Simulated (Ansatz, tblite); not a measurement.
# CrO3: a ladder of methods and basis sets

Aim: run the singlet of CrO3 at one geometry on many levels, and compare frontier levels, spin and run time.

Program: Ansatz 0.2.0, Gaussian basis. Level of theory: as each input shows. These are calculated values, not measurements.

Levels to be run: GFN1-xTB, GFN2-xTB, PBE-D4/def2-TZVP, r2SCAN-D4/def2-TZVP, BLYP-D4/def2-TZVP, LC-ωPBE/def2-TZVP, B2PLYP/def2-TZVP, HF/def2-TZVP, r2SCAN0-D4/def2-TZVP, r2SCANh-D4/def2-TZVP, revPBE-D4/def2-TZVP, PBE-D4/def2-SVP, PBE0-D4/def2-SVP, HF/STO-3G, HF/6-31G, B3LYP-D4/6-31G, PBE0-D4/def2-TZVPD, PBE-D4/def2-TZVPD, r2SCAN-D4/def2-TZVPD, CCSD(T)/def2-TZVPP, MP2/def2-TZVP, RPA/def2-TZVP.

### Step 1. The structure

The singlet was relaxed beforehand with PBE0-D4/def2-TZVP.

4 atoms, charge 0, spin multiplicity 1.

Bond lengths: Cr1–O2 1.563 Å, Cr1–O3 1.563 Å, Cr1–O4 1.563 Å. Angles: O2–Cr1–O3 115.3°, O2–Cr1–O4 115.3°, O3–Cr1–O4 115.3°.

Formally the metal is d0. No spin-orbit coupling is included.

PBE0-D4/def2-TZVP was run before; its log isn't repeated, and its numbers join the tables.

### Step 2. GFN1-xTB

Tight binding, by tblite at 300 K electronic temperature and without a spin-polarisation term:

```python
tblite.interface.Calculator('GFN1-xTB', numbers, positions, charge=0, uhf=0).singlepoint()
```

Energy -429.6474 eV, HOMO -16.88 eV, LUMO -15.68 eV; 0.003 s.

### Step 3. GFN2-xTB

Tight binding, by tblite at 300 K electronic temperature and without a spin-polarisation term:

```python
tblite.interface.Calculator('GFN2-xTB', numbers, positions, charge=0, uhf=0).singlepoint()
```

Energy -383.7863 eV, HOMO -13.75 eV, LUMO -13.61 eV; 0.003 s.

### Step 4. PBE-D4/def2-TZVP

start.molden holds the orbitals of an earlier run on this state, given as this run's starting guess.

The input, in.yaml:

```yaml
crystal:
  periodic: [false, false, false]
  atoms:
    - {symbol: Cr, position_ang: [-0.002291, 0.001881, 0.258190]}
    - {symbol: O, position_ang: [1.525068, -0.027338, -0.072341]}
    - {symbol: O, position_ang: [-0.738166, 1.332834, -0.102329]}
    - {symbol: O, position_ang: [-0.784601, -1.307377, -0.083520]}
basis:
  gaussian: {orbitals: def2-TZVP, initial_orbitals: start.molden}
hamiltonian: {xc: pbe, dispersion: d4}
scf: {omitted_lower_state_checks: [starts]}
output: {forces: true, orbitals: {seedname: orbitals}}
```

Command:

```
ansatz run in.yaml --threads 2 --pin off --events-out ev --progress --plain --max-ram 4352MiB
```

Further steps of the session: r2SCAN-D4/def2-TZVP; BLYP-D4/def2-TZVP; LC-ωPBE/def2-TZVP; B2PLYP/def2-TZVP; HF/def2-TZVP; r2SCAN0-D4/def2-TZVP; r2SCANh-D4/def2-TZVP; revPBE-D4/def2-TZVP; PBE-D4/def2-SVP; PBE0-D4/def2-SVP; HF/STO-3G; HF/6-31G; B3LYP-D4/6-31G; PBE0-D4/def2-TZVPD; PBE-D4/def2-TZVPD; r2SCAN-D4/def2-TZVPD; CCSD(T)/def2-TZVPP; MP2/def2-TZVP; RPA/def2-TZVP.

Before running them: what should the planned runs give, taken together? Wanted: gap in def2-TZVP, named functionals and Hartree-Fock, smallest and largest; correlation energy, CCSD(T)/def2-TZVPP; correlation energy, MP2/def2-TZVP; binding an atom, functionals in def2-TZVP; PBE0 total energy, smallest basis above largest.

As calculated:

```
                                                                  quantity                                  value
gap in def2-TZVP, named functionals and Hartree-Fock, smallest and largest       1.46 eV (BLYP-D4), 12.05 eV (HF)
                                    correlation energy, CCSD(T)/def2-TZVPP                              -41.41 eV
                                         correlation energy, MP2/def2-TZVP                              -42.96 eV
                                 binding an atom, functionals in def2-TZVP  2.84 (r2SCAN0-D4) to 4.26 eV (PBE-D4)
                           PBE0 total energy, smallest basis above largest        11.74 eV (def2-SVP, def2-TZVPD)
```

What this shows: Over the named functionals and Hartree-Fock in def2-TZVP the gap runs from 1.46 eV (BLYP-D4) to 12.05 eV (HF); exact exchange widens it. Notes on CCSD(T)/def2-TZVPP and its Hartree-Fock reference, which MP2 shares: restricted state is unstable towards broken spin symmetry.
